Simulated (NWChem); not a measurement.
## Correlation energy of N2 (+1)

```
N
N 1 1.1133
```
Charge +1, spin multiplicity 2.

Program: NWChem. All single points use one geometry, from UB3LYP/def2-SVP, a minimum by its harmonic frequencies.

Basis set: 6-311G**. Each correlation energy counts from its own Hartree-Fock reference.

```tsv
method	correlation energy (mHa)
CCSD(T) on UHF	-361.2
CCSD[T] on UHF	-363.2
CCSD[T] on ROHF	-373.0
CCSD on UHF	-341.1
UMP2	-352.5
CCSD(T) on ROHF	-371.6
CCSD on ROHF	-350.3
CCSDT on ROHF	-370.7
SCS-UMP2	-339.8
```

The values span 33.2 mHa, from CCSD[T] on ROHF (lowest) to SCS-UMP2 (highest). 

The correlated methods keep 2 core orbitals frozen. The Pople sets run with spherical d functions. The structure started from a generated list of species. The unpaired electrons of the parent sit in orbitals of symmetry ag (D2h labels of the run); other states weren't searched. No SCF solution was tested for a lower state. Open-shell Hartree-Fock references start from PBE0 orbitals. Coupled-cluster values serve here as a point of comparison, not as the truth.
